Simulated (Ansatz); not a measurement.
A made-up structure of MgAlH$_{3}$O, closed shell:

```xyz
6
angstrom
O -0.6127 -0.6239 -0.2111
Mg -1.8138 -1.8486 -0.6253
Al 1.2334 1.2573 0.4248
H -2.9844 -3.0433 -1.0264
H 2.3583 1.7526 -0.5978
H 1.2931 1.9689 1.8555
```

It is relaxed with PBE-D4/def2-SVP and then PBE0-D4/def2-TZVP (Ansatz 0.2.0). Atoms count as bonded within 1.22 times the sum of their covalent radii (H–H: 0.88 Å). The end point is not checked to be a true minimum.

Does its bonding change? (Judge from chemistry; the calculation decides.)

Computed: Yes. Formed: O1–Al3; broken: none.

Where it ends: The first stage lowers the energy by 3.79 eV in 7 steps. It ends as MgAlH₃O ([MgH][O][AlH2]):
```
6
angstrom
O -0.2364 -0.2408 -0.0814
Mg -1.4607 -1.4891 -0.5027
Al 0.9023 0.9198 0.3107
H -2.6117 -2.6627 -0.8988
H 1.9878 1.3568 -0.7653
H 0.8925 1.5791 1.7572
```

Labels in which every atom is bracketed show which atoms are joined, not bond orders.

For scale, one of the runs: PBE0-D4/def2-TZVP relaxation, 118 basis functions, launched by `ansatz run in.yaml --threads 2 --pin off --events-out ev --progress --plain --max-ram 4352MiB`. The run took about 10 s on 2 CPU threads of an Arm Neoverse V1 (shared host).
